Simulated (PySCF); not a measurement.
**Working out the ionisation energy of Mg**

Mg [Ne] 3s2 (1S) → Mg⁺ [Ne] 3s1 (2S). Computed with PySCF 2.14 in an even-tempered Gaussian basis (20 s from 0.01 bohr⁻², ratio 2.5; 14 p from 0.013 bohr⁻², ratio 2.5; 6 d from 0.16 bohr⁻², ratio 2.7; 6 f from 0.24 bohr⁻², ratio 2.7), with the non-relativistic Hamiltonian (point nucleus). Frozen: 1s2; the 21 highest virtual orbitals dropped. Energies in hartree (1 hartree = 27.21139 eV):

```
             part   Mg (lower)  Mg⁺ (upper)
              UHF  -199.614145  -199.371384
MP2 opposite-spin    -0.243845    -0.217275
    MP2 same-spin    -0.078501    -0.075959
```

**Question.** What does Hartree-Fock give?

**Answer.** (-199.371384) − (-199.614145) = 0.242761 hartree = 6.606 eV.

**Question.** What do MP2 and SCS-MP2 (6/5 opposite-spin, 1/3 same-spin) give?

**Answer.** The opposite-spin parts differ by 0.723 eV and the same-spin parts by 0.069 eV. MP2: 6.606 + (0.723) + (0.069) = 7.398 eV. SCS-MP2: 6.606 + 1.2 × (0.723) + (0.069)/3 = 7.497 eV.

Measured between the centres of the two terms (NIST): 7.646 eV, so MP2 (outer shells) is off by -0.248 eV.

What remains against the reference includes basis incompleteness, the frozen core and correlation beyond second order.
